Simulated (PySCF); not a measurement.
Compound: pentanenitrile, C5H9N.
SMILES with atom numbers: `[CH3:1][CH2:2][CH2:3][CH2:4][C:5]#[N:6]` (hydrogens: H7, H8, H9 on C1; H10, H11 on C2; H12, H13 on C3; H14, H15 on C4)

Method: PySCF, PBE0-D3(BJ)/def2-SVP geometry optimisation, gas phase; density fitting, grid level 1; the optimiser is geomeTRIC in internal coordinates, started from an MMFF94s structure.

Geometry at step 1:
```
atom  x, y, z in Å
C1     -2.1927    0.2655    0.3515
C2     -0.9225   -0.4086   -0.1428
C3      0.3438    0.2607    0.3689
C4      1.6173   -0.4339   -0.1184
C5      2.8273    0.3093    0.2028
N6      3.7609    0.9489    0.4413
H7     -2.2127    1.3317    0.0717
H8     -3.0934   -0.2069   -0.0708
H9     -2.2694    0.2103    1.4499
H10    -0.9073   -0.3983   -1.2481
H11    -0.9251   -1.4739    0.1500
H12     0.3441    0.2747    1.4718
H13     0.3559    1.3159    0.0479
H14     1.5884   -0.5425   -1.2161
H15     1.6854   -1.4531    0.2980
```

Problem. What forces act on the atoms?

Solution. 
```tsv
atom	Fx (eV/Å)	Fy (eV/Å)	Fz (eV/Å)
C1	0.005	-0.007	0.041
C2	-0.032	-0.010	-0.096
C3	-0.023	0.024	0.084
C4	-0.087	0.025	-0.134
C5	-0.073	-0.016	0.039
N6	0.110	0.004	0.044
H7	-0.004	-0.030	0.005
H8	0.040	0.007	0.021
H9	-0.013	0.019	-0.025
H10	-0.001	-0.032	0.029
H11	0.009	0.018	-0.002
H12	-0.003	0.033	0.001
H13	0.029	-0.015	0.002
H14	-0.013	-0.053	0.001
H15	0.057	0.036	-0.009
```

The largest, 0.16 eV/Å, acts on C4; the rms over all components is 0.043 eV/Å. The forces sum to zero within rounding, as they must for an isolated molecule in no field.

Problem. Give the force on C4 in Eh/bohr and in nN.

Solution. 0.162 eV/Å ÷ 51.422 = 0.00314 Eh/bohr, and 0.162 eV/Å × 1.602 = 0.26 nN.

Problem. How far is this geometry from the end of the optimisation?

Solution. 0.010 eV above it, and 0.095 Å rms away after alignment. The bonds farthest from their final lengths, with half the difference of the two atoms' forces along the bond (positive lengthens):

```json
{"bond": "C4–C5", "now (Å)": "1.456", "final (Å)": "1.458", "force along bond (eV/Å)": "+0.01"}
```

The angle farthest from its final value is C4–C5–N6, 177.1° against 179.0°.

The cost below is that of the whole optimisation. The run took 54 s on one thread, x86-64 server, no GPU, on a shared host.
